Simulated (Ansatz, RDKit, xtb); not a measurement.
**Isomers of C3H4F2, a sample narrowed down**

A sample of isomers of C3H4F2 is drawn. Aim: find which of them has the lowest free energy at 298.15 K, then its properties. The sample is small against all isomers, and the most stable one of this formula need not be in it.

Plan: many cheap relaxations first (GFN2-xTB), then density-functional screening, relaxation at r2SCAN-D4/def2-SVP, vibrations and a final energy. The numbers are computed, not measured.

### 1 Drawing up candidates

Isomers were taken from a list of plausible structures; this is a sample, not all of them. That gives 3 candidates.

| label | SMILES | spin |
| --- | --- | --- |
| c581 | F[C@@H]1C[C@H]1F | singlet |
| c658 | F[C@@H]1C[C@@H]1F | singlet |
| c667 | FC1(F)CC1 | singlet |

Candidates are built by distance geometry, with a force field where one applies, in up to four conformers (letters a to d).

**Question.** With final energies at CCSD(T)/def2-SVP + MP2/def2-TZVPP - MP2/def2-SVP, which structure will this search put lowest in free energy, and by what margin?

| quantity | value |
| --- | --- |
| lowest structure found | FC1(F)CC1, singlet, C2v |
| next finalist | F[C@@H]1C[C@H]1F, singlet, 7.3 kcal/mol higher in G |
| share at equilibrium, among the finalists | 100.0 % |
| harmonic wavenumbers, lowest and highest (r2SCAN-D4/def2-SVP) | 330 and 3252 cm⁻¹ |
| rotational constants, same geometry | 0.2393, 0.186, 0.1412 cm⁻¹ |

The search ends on `FC1(F)CC1`. The margin of 7.3 kcal/mol over the next finalist is beyond the usual error of the last level; it says nothing of structures that weren't ranked. GFN2-xTB, HF/STO-3G, r2SCAN-D4/def2-SVP, r2SCAN-D4/def2-SVP, relaxed, HF/def2-SVP and MP2/def2-SVP already put its bonding pattern lowest among the structures in one piece. Lowest found is not proven lowest: the search is finite, and each finalist counts with one conformer. Only 3 drawn patterns were tried, so whole families of isomers are missing, and the result ranks this sample alone. The lowest isomer need not be the one that is made and kept in a bottle, which depends on barriers.
